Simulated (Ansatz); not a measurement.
Geometry optimisation, RKS PBE0/def2-SVP in Ansatz 0.2.0.

Input:

```yaml
crystal:
  periodic: [false, false, false]
  atoms:
    - { symbol: C, position_ang: [-1.7466, -0.2495, 0.7769] }
    - { symbol: C, position_ang: [-0.7289, -0.087, 0.2303] }
    - { symbol: C, position_ang: [0.5143, 0.0607, -0.4201] }
    - { symbol: "N", position_ang: [1.62, 0.1525, 0.3937] }
    - { symbol: Cl, position_ang: [0.7252, 0.1081, -2.0994] }
    - { symbol: H, position_ang: [-2.739, -0.2952, 1.2462] }
    - { symbol: H, position_ang: [1.32286, 0.10403, 1.32791] }
basis:
  gaussian: { orbitals: def2-SVP }
hamiltonian:
  xc: pbe0
relax:
  f_tol: 0.015
  max_steps: 40
```

Run as:

```bash
$ ansatz run input.yaml --threads 1 --pin off --max-ram 2048MiB --backend cpu --events-out ev --progress --plain --runs-dir out
```

Task: Where does it end, and by what steps?

Result: The run converged. After 7 steps the energy has fallen by 0.694 eV; H7 moved furthest, 0.18 Å.

| step | energy less start (eV) | largest force component (eV/Å) | accepted |
| --- | --- | --- | --- |
| 0 | 0.0000 | 5.934 | yes |
| 1 | -0.5635 | 2.297 | yes |
| 2 | -0.5197 | 1.811 | no |
| 3 | -0.6810 | 0.583 | yes |
| 4 | -0.6917 | 0.147 | yes |
| 5 | -0.6882 | 0.519 | no |
| 6 | -0.6931 | 0.061 | yes |
| 7 | -0.6936 | 0.007 | yes |

```xyz
7
Properties=species:S:1:pos:R:3
C -1.836 -0.217 0.733
C -0.735 -0.092 0.241
C 0.584 0.057 -0.302
N 1.670 0.159 0.329
Cl 0.603 0.092 -2.046
H -2.815 -0.328 1.163
H 1.497 0.122 1.337
```

Whether the end is a true minimum wasn't checked by a vibrational analysis.

The run took 25 s on 1 thread of Arm Neoverse V2, on a shared host, peak memory 0.26 GiB.
